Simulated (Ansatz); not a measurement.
Al2H4O, SMILES `[AlH2][O][AlH2]`. Total charge 0; spin multiplicity 1.

```xyz
7

Al    1.330    0.948    0.400
O     0.001   -0.003    0.003
Al   -1.330   -0.948   -0.400
H     2.777    0.367    0.135
H     1.072    2.380    1.022
H    -1.930   -1.912    0.702
H    -1.921   -0.831   -1.863
```

**Question.** List the harmonic frequencies (cm⁻¹, unscaled) at PBE0-D4/def2-TZVP in Ansatz. (Estimate.)

**Answer.** The calculation gave: 92, 92, 112, 529, 556, 557, 623, 623, 780, 811, 1105, 1933, 1941, 1941, 1942.

**Question.** Is this a minimum?

**Answer.** Yes, all 15 modes are real.

**Question.** Give the ideal-gas thermochemistry at 298.15 K and 1 bar (rigid rotor, harmonic oscillator; point group D2d, symmetry number 4).

**Answer.** Zero-point energy 81.6 kJ/mol; H(298) − E = 100.1 kJ/mol; entropy 307.5 J/(mol·K), of which translation 162.5, rotation 88.7, vibration 56.2; G(298) − E = 8.4 kJ/mol. Modes under 100 cm⁻¹ are hindered rotations or soft bends, so the harmonic entropy is rough.
